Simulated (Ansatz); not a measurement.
# NS: the cost of one run

Method: the levels named in each step, in Ansatz 0.2.0.

### 1 The starting structure

Bond lengths: N1–S2 1.397 Å.

Coordinates:

```xyz
2

N     0.0000    0.0000    0.0000
S     0.0000    0.0000    1.3968
```

### 2 A rough first relaxation, PBE-D4/def2-SVP

The input, input.yaml:

```yaml
crystal:
  periodic: [false, false, false]
  atoms:
    - { symbol: "N", position_ang: [0.0, 0.0, 0.0] }
    - { symbol: S, position_ang: [0.0, 0.0, 1.39682] }
total_charge: 1
basis:
  gaussian: { orbitals: def2-SVP }
hamiltonian:
  xc: pbe
  dispersion: d4
relax:
  f_tol: 0.03
  max_steps: 200
```

The run is started by

```bash
ansatz run input.yaml --threads 2 --pin off --max-ram 5120MiB --backend cpu --events-out ev --progress --plain --runs-dir out
```

**Question.** How long does this run take on 2 threads of Oxide Virtual Turin-like (Zen 5), shared host, and how much memory does it need?

About 5.2 s, with a peak of 0.09 GiB.
